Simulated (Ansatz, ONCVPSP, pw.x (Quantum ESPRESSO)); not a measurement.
# molybdenum: does the ONCV potential hold in the solid?

```json
{"Element": "Mo", "Generator": "ONCVPSP 4.0.1.1 (patched build)", "Type": "optimised norm-conserving Vanderbilt (ONCV)", "Functional": "PBE", "Relativity": "scalar-relativistic", "Frozen core": "[Ar] 3d10", "Valence charge": "14", "Reference configuration": "4s2 4p6 4d5 5s1", "Partial waves": "4s+5s: rc 1.65 bohr, ncon 4, nbas 9, qcut 9.7 1/bohr, 2 projectors; 4p: rc 1.95 bohr, ncon 5, nbas 10, qcut 6.8 1/bohr, 2 projectors, debl 3.5 Ha; 4d: rc 2.50 bohr, ncon 3, nbas 7, qcut 5.4 1/bohr, 3 projectors, debl 1 Ha", "Local potential": "polynomial inside 1.45 bohr (lpopt 5, dvloc0 0 Ha)", "Core correction": "none"}
```

Atomic tests: cutoffs needed: 26 Ha and 31 Ha (the cutoffs (Ha) at which the residual kinetic energy of the hardest occupied pseudo-wave falls to 1 and 0.1 mHa per electron); ghost test: no bound ghost flagged; no localised positive-energy state flagged; largest excitation error: +101 meV (all-electron minus pseudo) for 4s2 4p6 4d3 5s0, out of 4 test configurations.

Crystal test: bcc Mo in pw.x 7.5, no spin, 15³ k-points, Fermi–Dirac smearing 0.01 Ry, cutoffs 75/300 Ry. The reference is all-electron LAPW (Ansatz 0.2.0) with the same functional, mesh and smearing; V0 and B0 come from Birch–Murnaghan fits to the pressures at five volumes. Errors are pseudo minus all-electron; Δ is the rms difference of the E(V) curves that follow from these fits, minima aligned, over ±6 % about the mean V0. Mesh and smearing are coarse, so the numbers serve the comparison and aren't converged zero-temperature values; the lattice is a test structure that the element need not adopt.

```tsv
V (Å³/atom)	P all-electron (GPa)	P pseudo (GPa)
15.012	14.82	15.66
15.407	6.93	7.74
15.802	-0.00	0.77
16.197	-6.08	-5.36
16.592	-11.41	-10.73
```

All-electron: a0 = 3.162 Å (V0 = 15.80 Å³/atom), B0 = 259.2 GPa.

Pseudopotential: mean pressure error (GPa): +0.76; a0 (Å): 3.165; a0 error (%): +0.10; B0 error (%): -0.6; Δ (meV/atom): 2.6.

**Question.** At the middle volume, how do free energy and pressure move when the wave cutoff is lowered (ecutrho kept at four times it)?

**Answer.**

```json
{"cutoff (Ry)": "34", "shift of F (meV/atom)": "+1636.5", "shift of P (GPa)": "-57.18"}
{"cutoff (Ry)": "45", "shift of F (meV/atom)": "+257.2", "shift of P (GPa)": "-14.06"}
{"cutoff (Ry)": "60", "shift of F (meV/atom)": "+11.7", "shift of P (GPa)": "-1.06"}
```

The run at the middle volume (120 k-points, 8 iterations) took about 47 s on one core of a shared host (Neoverse-N1, 64 threads, 124 GiB, load 60).
